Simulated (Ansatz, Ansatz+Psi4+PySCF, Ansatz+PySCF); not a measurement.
```csv
atom,x (Å),y (Å),z (Å)
C,0.0000,0.4980,-0.1448
F,-1.1003,-0.2310,0.0347
H,0.0000,1.3981,0.3764
F,1.1003,-0.2310,0.0347
```

Basis set: cc-pVTZ (spherical functions). Correlated methods keep 3 orbitals frozen. Correlation on ROHF uses semicanonical orbitals with singles. Charge 0, multiplicity 2.

Computed with Ansatz (development build ahead of 0.2.0); each method stands on the lowest determinant of its kind that the runs found.

Problem. Give the atomization energy at this shape (free ground-state atoms in the same class of orbitals less the molecule, no zero-point energy) of doublet CHF₂ by ROHF-CCSD(T), ROHF-MP2.

Solution.

```tsv
method	atomization energy
ROHF-CCSD(T)	13.76 eV
ROHF-MP2	14.36 eV
```
